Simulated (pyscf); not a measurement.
PySCF, gas phase, ωB97X-D3(BJ)/def2-SVP geometries.

### Question
For the elementary gas-phase step H₃Si–SeH (SMILES [SiH3][SeH]) + H• (SMILES [H]) → •H₂Si–SeH (SMILES [SiH2][SeH]) + H₂ (SMILES [H][H]) (doublet surface; H–Si broken, H–H formed), what barrier and reaction energy does ωB97M-D3(BJ)/def2-TZVP give, measured from the separated reactants?

### Answer
ΔE‡ = 0.18 eV, ΔE = -0.61 eV. Zero-point energy shifts the barrier by -0.03 eV. It is a hydrogen abstraction, with an imaginary mode of 896i cm⁻¹. •H₂Si–SeH lies 0.51 eV over its isomer H₃Si–Se• (electronic energy, ωB97M-D3(BJ)/def2-TZVP). This is the saddle that the search found; another between the same sides may lie lower. The angle at the transferred H is 180°. Elements up to Kr have no core potential and no relativistic terms here.
